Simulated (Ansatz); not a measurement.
Born–Oppenheimer molecular dynamics of BClH3N (6 atoms, charge 0, multiplicity 1). It starts from a relaxed structure.

Computed with RKS PBE0-D4/def2-SVP (Ansatz 0.2.0).

| Property | Result |
| --- | --- |
| ensemble | NVE (velocity Verlet) |
| time step | 1 fs |
| steps asked | 100 |
| starting velocities drawn for | 300 K |
| masses | H 10 u |
| seed | 668083 |

First frame:

```xyz
6
Properties=species:S:1:pos:R:3
B 0.012 -0.016 0.074
N 0.017 0.002 1.460
H -0.834 -0.074 2.001
H 0.862 0.090 2.010
Cl 1.540 0.121 -0.814
H -1.016 -0.123 -0.545
```

(1) How far do the bonds stretch over the last three quarters of this one trajectory? (Pairs bonded in most of those frames.)

Answers

(1) 
| bond | mean (Å) | spread (Å) | shortest | longest |
| --- | --- | --- | --- | --- |
| B1–N2 | 1.390 | 0.022 | 1.35 | 1.43 |
| B1–Cl5 | 1.777 | 0.023 | 1.74 | 1.82 |
| B1–H6 | 1.210 | 0.020 | 1.16 | 1.25 |
| N2–H3 | 1.012 | 0.010 | 0.99 | 1.03 |
| N2–H4 | 1.014 | 0.012 | 0.99 | 1.03 |

Mean temperature of the second half: 162 K. The conserved energy stayed within 0.14 meV per atom of its start (net change 0.08 meV per atom), so the integration is sound. Over the second half the temperature averaged 0.54 of the 300 K drawn at the start: a run that starts near a minimum puts about half its kinetic energy into the potential. A run of 0.1 ps of so small a system gives no equilibrium averages.

The run took 2.6 min on 1 thread of Intel(R) Xeon(R) Platinum 8175M CPU @ 2.50GHz (Skylake/Cascade Lake) (shared host), peak memory 0.13 GiB.
